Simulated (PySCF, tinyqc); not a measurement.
Starting guesses with DIIS over 6 matrices: SCF starting guesses in the sto-3g basis, for LiH, spin multiplicity 1. Computed by the program tinyqc with PySCF. RHF with one setting changed at a time; a run stops when the energy changes by less than 1e-09 hartree and the error matrix is below 1e-5. Starts: the lowest orbitals of the core Hamiltonian, of the Wolfsberg-Helmholz matrix (K = 1.75), projected atomic densities, random orbitals, and the highest orbitals of the core Hamiltonian (a deliberately bad start).

Geometry (angstrom):
```
atom       x       y       z
Li    0.0000  0.0000  0.0000
H     0.0000  0.0000  2.6180
```

lowest restricted solution found by these runs and by PySCF = -7.756172 hartree

Largest element of the error matrix X^T (FDS - SDF) X:
```
iteration     core  Wolfsberg-Helmholz  atomic densities   random  highest core orbitals
1          2.3e-01             8.1e-02           7.5e-02  1.6e+00                1.5e-01
2          5.2e-02             2.9e-02           9.4e-02  2.4e-01                2.3e-01
3          8.3e-03             1.8e-02           6.4e-02  1.7e-01                1.9e-01
4          4.3e-03             8.1e-03           6.4e-03  5.0e-02                2.4e-01
5          1.7e-04             3.8e-03           3.1e-03  1.6e-02                2.4e-01
6          1.8e-05             6.1e-04           4.0e-04  2.7e-03                2.4e-01
8          2.6e-07             2.9e-06           3.9e-07  1.1e-04                2.4e-01
10               -                   -                 -  5.3e-07                1.9e-01
14               -                   -                 -        -                6.9e-04
```

How each run ends:
```
run                    iterations  E (hartree)         state
core                            8     -7.75617  lowest found
Wolfsberg-Helmholz              9     -7.75617  lowest found
atomic densities                9     -7.75617  lowest found
random                         11     -7.75617  lowest found
highest core orbitals          18     -7.75617  lowest found
```

What does the comparison show, and why?

5 of 5 runs reach the lowest restricted solution found, in 8 to 18 iterations (fastest: core). The first errors are 2e-01, 8e-02, 7e-02, 2e+00, 1e-01. The restricted reference is unstable here: a spin-polarised solution lies 0.0389 hartree lower (PySCF), so results built on it describe a poor reference.
